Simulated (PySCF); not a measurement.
Compound: Z-propargylimine, C3H3N.
SMILES: `[H]/N=C\C#C`

Linear response at CAM-B3LYP/def2-SVPD (PySCF, frozen core in the response, non-relativistic). Isolated species at its PBE0-D3(BJ)/def2-SVP geometry, gas phase.

Static isotropic polarisability: 43.18 au (6.40 Å³), principal values 27.7, 36.9, 64.9 au.

(1) What is the polarisability at 1064 nm and at the sodium D line?

(2) What is the isotropic C6 coefficient between two such molecules, C6 = (3/π)∫α(iω)² dω?

(3) Which effective excitation energy ω̄ makes London's formula C6 = (3/4)α²ω̄ exact here?

(4) How many electrons N does the Slater–Kirkwood formula C6 = (3/4)·√N·α^(3/2) need to give this C6?

(5) What n − 1 at the D line would an ideal gas of it have at 273.15 K and 1 atm (2.6868 × 10¹⁹ cm⁻³), by n − 1 = 2π·N·α′?

(6) The lowest 10 singlets have (eV, f): 4.78, 0.004; 5.41, 0.001; 5.83, 0.121; 6.53, 0.000; 7.64, 0.044; 7.87, 0.023; 8.10, 0.368; 8.22, 0.139; 8.62, 0.068; 8.81, 0.009. What share of the static polarisability do they carry in the sum over states α = Σ f/ω²?

(7) How anisotropic is the static polarisability, by Δα² = ½[(α1 − α2)² + (α2 − α3)² + (α3 − α1)²]?

(8) What three-body coefficient follows from the one-pole estimate C9 = (3/4)·α·C6?

(9) What does −C6/R⁶ come to at R = 10 Å between centres?

Results:

(1) 43.68 au at 1064 nm (+1.1 %), 44.88 au at 589.3 nm (+3.9 %). The rise at 589.3 nm is 3.43 times that at 1064 nm; a pure ω² law gives 3.26. The lowest singlet lies at 259 nm, shorter than both wavelengths.

(2) 694.7 au (Eh·bohr⁶) by a ten-point quadrature over imaginary frequencies, which is 415 eV·Å⁶ or 40.1 J·nm⁶/mol.

(3) ω̄ = 4·C6/(3α²) = 0.497 Eh = 13.5 eV. A one-pole form α(ω) = α/(1 − ω²/ω̄²) fitted to the 1064 nm value gives 10.9 eV. London's choice of the ionisation energy (10.61 eV, ΔSCF at the same level) gives C6 = 545 au, 21 % too low.

(4) N = (4·C6/3)²/α³ = 10.7; the species has 28 electrons in all.

(5) 11.23 × 10⁻⁴, a formal value whether or not that pressure can be reached.

(6) 10.04 au, 23.3 % of α; the largest term, 4.16 au, is that of the state at 8.10 eV. Their oscillator strengths add up to 0.78. Higher states carry the rest.

(7) Δα = 33.5 au, or 0.78 of the isotropic value.

(8) 22500 au. This is an estimate from the two numbers above, not a computed integral.

(9) -40 J/mol. This is the leading, orientation-averaged term; C8 and higher terms are left out.
